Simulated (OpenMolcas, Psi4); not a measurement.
Exact exchange and the HOMO–LUMO gap of C2H6O (dimethyl ether)

C2H6O: 9 atoms, total charge 0, spin state singlet. As SMILES, `COC`. The shape is that of a PBE0-D4/def2-TZVP optimisation.

The HOMO–LUMO gap y, in eV, basis cc-pVDZ; a is the functional's share of exact exchange. Programs: OpenMolcas 26.06, Psi4 1.11.

```
functional     program     a  y (eV)
    revPBE  OpenMolcas     0    6.72
    r2SCAN  OpenMolcas     0    7.68
     TPSSh        Psi4   0.1       ?
     B3LYP  OpenMolcas   0.2    8.57
      PBE0  OpenMolcas  0.25    9.21
     BHLYP  OpenMolcas   0.5   11.52
```

Q: Fit y = c + s·a to the known rows and predict TPSSh.

A: 
1. Means of the 5 rows: a = 0.1900, y = 8.740.
2. Σ(Δa)² = 0.172, Σ(Δa·Δy) = 1.4735, so the slope is 1.4735/0.172 = 8.5669.
3. Intercept: 8.740 − (8.5669) × 0.1900 = 7.112. The largest residual of the fit is 0.57.
4. TPSSh: 7.112 + (8.5669) × 0.1 = 7.97 eV.

The run gave 8.07 eV, so the prediction is off by -0.10 eV, within the scatter of the fit. Exact exchange lowers occupied levels and raises empty ones. The rows mix families of semi-local functionals, which the line can't see.
